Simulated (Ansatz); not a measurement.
2H MoSe₂: PBE at its full settings (plane-wave cutoff 520 eV, 12×12×4 k mesh (along the axes of the cell as run), Fermi–Dirac smearing 0.01 eV, no spin polarisation, scalar-relativistic PAW data made under PBE) and at cheaper ones, in a cell of 6 atoms with Γ-centred meshes.

```json
[
 {"level and setting": "PBE (Ansatz)", "lattice constant a (Å)": "3.321", "lattice parameter c (Å)": "15.036", "bulk modulus B0 (GPa)": "2.08"},
 {"level and setting": "PBE (Γ point alone) (Ansatz)", "lattice constant a (Å)": "3.735", "lattice parameter c (Å)": "16.271", "bulk modulus B0 (GPa)": "2.94"}
]
```

Largest shifts from the full settings: lattice constant a +12.5 % (PBE (Γ point alone)), against a difference of +0.97 % of the full result from the reference 3.289 Å (measured, 300 K, no zero-point or thermal correction; as tabulated in arXiv:1605.07067); lattice parameter c +8.21 % (PBE (Γ point alone)), against a difference of +16.3 % of the full result from the reference 12.927 Å (measured, 300 K, no zero-point or thermal correction; as tabulated in arXiv:1605.07067); bulk modulus +41 % (PBE (Γ point alone)).

The full settings aren't shown to be converged themselves.

Caveats: for a layered or molecular solid the relaxed cell lies over 5 % above the published volume, where the minimum can be shallow (PBE, PBE (Γ point alone)); the cell comes from a level without a dispersion term, which matters for the spacing of layers, chains or molecules (PBE, PBE (Γ point alone)); the gap of the solid is closed in this run (PBE (Γ point alone)). Ansatz's density-functional and Hartree–Fock values are scalar-relativistic unless marked +SOC, with PAW data made under PBE.

Run with cheap settings on purpose, which may leave them unconverged: PBE (Γ point alone).

Ansatz is a program for electronic structure.
